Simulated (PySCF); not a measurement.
**NOF (nitrosyl fluoride) at r2SCAN/def2-TZVPP**

What is the vertical ionisation energy of NOF (nitrosyl fluoride) at r2SCAN/def2-TZVPP? The job is set up through a Python script.

The calculation is run with PySCF 2.14.0.

1 further run of the same task is left out (set aside as unsound or not needed).

## Step 1: The molecule

The species is NOF (3 atoms), meant as a singlet with charge 0. SMILES: `O=NF`. The coordinates come from a PBE0-D4/def2-TZVP relaxation.

Bond lengths: O1–N2 1.127 Å, N2–F3 1.483 Å. Angles: O1–N2–F3 110.4°.

## Step 2: The energy at r2SCAN/def2-TZVPP

input.py reads:

```python
from pyscf import gto, dft

molecule = gto.M(
    atom=[
    ('O', (0.868350, 0.242970, 0.504740)),
    ('N', (0.148930, -0.482540, 0.029910)),
    ('F', (-1.017290, 0.239580, -0.534650)),
],
    max_memory=1860,
    basis='def2-tzvpp',
    charge=0,
    verbose=4,
)

calc0 = dft.RKS(molecule, xc='r2scan')
calc0.grids.level = 5
calc0.conv_tol = 1e-10
calc0.kernel()
if not calc0.converged:
    calc0 = calc0.newton().run(calc0.mo_coeff, calc0.mo_occ)

energy = calc0.e_tot
print('E = %.10f Eh' % energy)
```

Launch:

```
OMP_NUM_THREADS=1 python input.py
```

Output:

```text
PySCF version 2.14.0

[INPUT] num. atoms = 3
[INPUT] num. electrons = 24
[INPUT] charge = 0
[INPUT] spin (= nelec alpha-beta = 2S) = 0
[INPUT] symmetry False subgroup None
[INPUT] Mole.unit = angstrom
[INPUT] Symbol           X                Y                Z      unit          X                Y                Z       unit  Magmom
[INPUT]  1 O      0.868350000000   0.242970000000   0.504740000000 AA    1.640943680266   0.459146756486   0.953820364113 Bohr   0.0
[INPUT]  2 N      0.148930000000  -0.482540000000   0.029910000000 AA    0.281436911731  -0.911868444148   0.056521708386 Bohr   0.0
[INPUT]  3 F     -1.017290000000   0.239580000000  -0.534650000000 AA   -1.922399489259   0.452740584923  -1.010342072499 Bohr   0.0

nuclear repulsion = 66.4729217263816
number of shells = 33
number of NR pGTOs = 138
number of NR cGTOs = 93
basis = def2-tzvpp
ecp = {}

******** <class 'pyscf.dft.rks.RKS'> ********
method = RKS
initial guess = minao
damping factor = 0
level_shift factor = 0
DIIS = <class 'pyscf.scf.diis.CDIIS'>
diis_start_cycle = 1
diis_space = 8
diis_damp = 0
SCF conv_tol = 1e-10
SCF conv_tol_grad = None
SCF max_cycles = 50
direct_scf = True
direct_scf_tol = 1e-13
XC library pyscf.dft.libxc version 7.0.0
    S. Lehtola, C. Steigemann, M. J.T. Oliveira, and M. A.L. Marques.,  SoftwareX 7, 1–5 (2018)
XC functionals = r2scan
    J. W. Furness, A. D. Kaplan, J. Ning, J. P. Perdew, and J. Sun.,  J. Phys. Chem. Lett. 11, 8208-8215 (2020)
    J. W. Furness, A. D. Kaplan, J. Ning, J. P. Perdew, and J. Sun.,  J. Phys. Chem. Lett. 11, 9248-9248 (2020)
    J. W. Furness, A. D. Kaplan, J. Ning, J. P. Perdew, and J. Sun.,  J. Phys. Chem. Lett. 11, 8208-8215 (2020)
    J. W. Furness, A. D. Kaplan, J. Ning, J. P. Perdew, and J. Sun.,  J. Phys. Chem. Lett. 11, 9248-9248 (2020)
radial grids:
    Treutler-Ahlrichs [JCP 102, 346 (1995); DOI:10.1063/1.469408] (M4) radial grids

becke partition: Becke, JCP 88, 2547 (1988); DOI:10.1063/1.454033
pruning grids: <function nwchem_prune>
grids dens level: 5
symmetrized grids: False
atomic radii adjust function: <function treutler_atomic_radii_adjust>
small_rho_cutoff = 0
Set gradient conv threshold to 1e-05
Initial guess from minao.
tot grids = 128976
init E= -230.094822922609
  HOMO = -0.322947631411871  LUMO = -0.121865729221248  gap/eV = 5.47172
cycle= 1 E= -229.574703627752  delta_E= 0.52  |g|=  0.9  |ddm|= 1.64
  HOMO = -0.221797573127407  LUMO = -0.180891993206256  gap/eV = 1.11310
cycle= 2 E= -228.244553428329  delta_E= 1.33  |g|= 2.89  |ddm|= 1.57
  HOMO = -0.299144720118303  LUMO = -0.135408522811165  gap/eV = 4.45549
cycle= 3 E= -229.546133881669  delta_E= -1.3  |g|= 0.959  |ddm|= 1.41
  HOMO = -0.303227600242149  LUMO = -0.157094824360492  gap/eV = 3.97648
cycle= 4 E= -229.706770992589  delta_E= -0.161  |g|= 0.246  |ddm|= 0.57
  HOMO = -0.315251924742061  LUMO = -0.166527707149523  gap/eV = 4.04699
cycle= 5 E= -229.716169704865  delta_E= -0.0094  |g|= 0.0501  |ddm|= 0.103
  HOMO = -0.310070419113266  LUMO = -0.159381555076546  gap/eV = 4.10045
cycle= 6 E= -229.716716692298  delta_E= -0.000547  |g|= 0.00737  |ddm|= 0.0347
  HOMO = -0.311297328496014  LUMO = -0.160392983053853  gap/eV = 4.10632
cycle= 7 E= -229.716724497771  delta_E= -7.81e-06  |g|= 0.00245  |ddm|= 0.00587
  HOMO = -0.311162050803748  LUMO = -0.16029010585612  gap/eV = 4.10543
cycle= 8 E= -229.716725621914  delta_E= -1.12e-06  |g|= 0.000427  |ddm|= 0.00134
  HOMO = -0.311172374544096  LUMO = -0.160310781522213  gap/eV = 4.10515
cycle= 9 E= -229.716725658475  delta_E= -3.66e-08  |g|= 3.57e-05  |ddm|= 0.000243
  HOMO = -0.311171065790617  LUMO = -0.160308773662827  gap/eV = 4.10517
cycle= 10 E= -229.716725658624  delta_E= -1.49e-10  |g|= 1.75e-05  |ddm|= 2.55e-05
  HOMO = -0.311171626984198  LUMO = -0.160308896388774  gap/eV = 4.10518
cycle= 11 E= -229.716725658689  delta_E= -6.48e-11  |g|= 6.86e-07  |ddm|= 1.14e-05
  HOMO = -0.311171631971785  LUMO = -0.160309005954538  gap/eV = 4.10518
Extra cycle  E= -229.716725658688  delta_E= 8.53e-13  |g|= 1.72e-06  |ddm|= 1.45e-06
converged SCF energy = -229.716725658688
E = -229.7167256587 Eh
```

It took 17 s on 1 thread of Arm Neoverse V2, shared host; peak memory 0.47 GiB.

## Step 3: The doublet cation

job.py reads:

```python
from pyscf import gto, dft

mol = gto.M(
    atom='''
O      1.640944     0.459147     0.953820
N      0.281437    -0.911868     0.056522
F     -1.922399     0.452741    -1.010342
''',
    unit='bohr',
    verbose=3,
    charge=1,
    spin=1,
    basis='def2-tzvpp',
    max_memory=1860,
)

calc0 = dft.UKS(mol)
calc0.xc = 'r2scan'
calc0.grids.level = 5
calc0.conv_tol = 1e-10
calc0.kernel()
if not calc0.converged:
    calc0 = calc0.newton().run(calc0.mo_coeff, calc0.mo_occ)

e_final = calc0.e_tot
print('E(%s) = %.9f' % ('R2SCAN', e_final))
```

Launch:

```
OMP_NUM_THREADS=1 python job.py
```

Output:

```text
WARN: HOMO -0.322947609558383 >= LUMO -0.322947609558387

converged SCF energy = -229.242285561647  <S^2> = 0.76361539  2S+1 = 2.0135694
E(R2SCAN) = -229.242285562
```

Run time: 45 s. Hardware: 1 thread of Arm Neoverse V2, shared host; peak memory 0.5 GiB.

## Step 4: Outcome

Level: r2SCAN/def2-TZVPP.

| quantity | value |
| --- | --- |
| singlet NOF: total energy | -229.71673 Eh |
| singlet NOF: dipole moment | 1.33 D |
| singlet NOF: HOMO energy | -8.47 eV |
| singlet NOF: LUMO energy | -4.36 eV |
| singlet NOF: HOMO–LUMO gap | 4.11 eV |
| doublet cation: total energy | -229.24229 Eh |
| doublet cation: HOMO energy (highest over α and β) | -19.52 eV |
| doublet cation: LUMO energy (lowest over α and β) | -17.33 eV |
| doublet cation: ⟨S²⟩ | 0.764 |
| vertical ionisation energy (to the doublet cation) | 12.910 eV |

**Reading.** The vertical ionisation energy comes to 12.91 eV (1246 kJ/mol). The negative HOMO energy of the first species, 8.47 eV, lies 4.44 eV below that difference. Mulliken charges (singlet NOF) run from -0.21 on F3 to +0.27 on N2.
